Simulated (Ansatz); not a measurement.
## BeBiSb: from a trial structure to a relaxed crystal

All numbers below come from Ansatz, DFT PBE, scalar-relativistic, plane waves, PAW. Cutoff 420 eV, Γ-centred k mesh, Gaussian smearing, no spin polarisation in the final step.

BeBiSb was placed on the sites of a reported CrCoGe cell (P6_3/mmc, No. 194), with Bi in place of Cr, Be in place of Co, Sb in place of Ge, at a guessed volume.

```
CELL_PARAMETERS angstrom
4.89748 0.00000 0.00000
-2.44874 4.24134 0.00000
0.00000 0.00000 6.15775
ATOMIC_POSITIONS crystal
Be 0.33333 0.66667 0.25000
Be 0.66667 0.33333 0.75000
Sb 0.33333 0.66667 0.75000
Sb 0.66667 0.33333 0.25000
Bi 0.00000 0.00000 0.00000
Bi 0.00000 0.00000 0.50000
```

Cell and atoms relax at zero pressure; the relaxation can't lower the symmetry of the start. After a coarse first stage the cell is made exact in the group found at 0.06 Å.

Energies over the elements count from the elements' standard structures at the same level, with no empirical corrections.

Question: Describe the relaxed structure.

Answer: It keeps P6_3/mmc (No. 194), but not the shape of the type it started on. Conventional cell: a = 4.093 Å, c = 10.356 Å. Around Be lie 3 Sb at 2.36 Å; Sb has 3 Be at 2.36 Å; Bi is coordinated by 6 Be at 3.51 Å and 6 Sb at 3.51 Å (next Bi at 4.09 Å).

```
Be Sb Bi
1.0
     4.09257    0.00000    0.00000
    -2.04628    3.54427    0.00000
     0.00000    0.00000   10.35570
Be Sb Bi
2 2 2
Direct
  0.33333 0.66667 0.25000
  0.66667 0.33333 0.75000
  0.33333 0.66667 0.75000
  0.66667 0.33333 0.25000
  0.00000 0.00000 0.00000
  0.00000 0.00000 0.50000
```

Question: What are its volume, energy, density and gap?

Answer: The volume per atom is 25.04 Å³. The density is 7.51 g/cm³, the energy over the elements is 0.39 eV/atom and the gap on the 12×12×4 mesh is 0 eV (a metal).

The final run used a 12×12×4 mesh on its 6-atom cell and 0.10 eV smearing. The k mesh leaves about 4 meV/atom of noise in metals. Spin–orbit coupling is left out. A structure relaxed within its symmetry needn't be a true minimum. The steps took about 5 core-minutes in all.